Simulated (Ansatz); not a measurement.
## One structure, 3 elements: Ti5Si, Zr5Si, Hf5Si

Plane-wave DFT in Ansatz with scalar-relativistic PAW potentials, cutoff 420 eV, Γ-centred meshes chosen by cell and gap, Gaussian smearing with energies taken to zero width. Every cell was relaxed (cell and atoms) in a run of its own, within the symmetry of its start. Functional: PBE.

All members share space group R32 and the same sites; only the element on one set of sites changes (Ti, Zr, Hf). Members needn't be the stable form of their composition. Energies over the elements, where given, are against the elements' standard states in the same functional (H₂, N₂, O₂ and halogens uncorrected, Hg as a solid). The first member:

Space group R32:H (No. 155). a = 5.048 Å, b = 5.048 Å, c = 13.315 Å, α = 90.00°, β = 90.00°, γ = 120.00°
```csv
atom,site,symmetry,x,y,z
Ti,6c,3.,0.3333,0.6667,0.8180
Ti,9d,.2,0.6046,0.0000,0.0000
Si,3b,32,0.6667,0.3333,0.8333
```

```csv
compound,V (Å³/atom),a (Å),c (Å),energy over elements (eV/atom)
Ti5Si,16.33,5.048,13.315,-0.295
Hf5Si,20.84,5.538,14.125,-0.158
```

Q: Predict the member with Zr.

A: V (Å³/atom) 21.43, a (Å) 5.569, c (Å) 14.362, energy over elements (eV/atom) -0.205. Interpolating linearly in period between Ti and Hf would give 18.59 Å³/atom (13.3 % too small), with -0.226 eV/atom over the elements. Over the whole series the volume has no steady trend down the group (least for Ti); all are metallic on the mesh; binding against the elements weakens. Hf is no larger than Zr here (20.84 against 21.43 Å³/atom), as one expects from the lanthanide contraction and relativistic shrinking of 6s.

Spin-orbit coupling is left out, which matters for the bands of heavy elements.